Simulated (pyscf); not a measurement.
Optimised with ωB97X-D3(BJ)/def2-SVP in PySCF.

H₃C–NH–CH₃ + H₂N–Ge(NH₂)(NH₂)–OH → H₃C–N(CH₃)–Ge(NH₂)(NH₂)–NH₂ + H₂O
Surface: singlet. Broken: H–N, Ge–O. Formed: Ge–N, H–O. Give ΔE‡ and ΔE from M06-2X/def2-TZVP, relative to the separated reactants.

ΔE‡ = 0.57 eV, ΔE = +0.36 eV. ωB97M-D3(BJ)/def2-TZVP gives 0.61 eV and +0.34 eV. Zero-point energy shifts the barrier by -0.02 eV. It is a four-centre exchange, with an imaginary mode of 913i cm⁻¹. On the reactant side the descent ends in an adduct with a Ge–N contact, 0.12 eV over the separated species and 0.42 eV under the saddle at ωB97X-D3(BJ)/def2-TZVP. On the product side the descent ends in a bound adduct, 0.47 eV under the separated species and 0.73 eV under the saddle at ωB97X-D3(BJ)/def2-TZVP. What is counted as formed (Ge–N) is already present as a longer contact in the reactant adduct; forming that adduct is a step of its own. H₃C–NH–CH₃ lies 0.34 eV over its isomer H₃C–CH₂–NH₂ (electronic energy, ωB97M-D3(BJ)/def2-TZVP). One saddle was located; it need not be the lowest between these sides. Elements up to Kr have no core potential and no relativistic terms here.
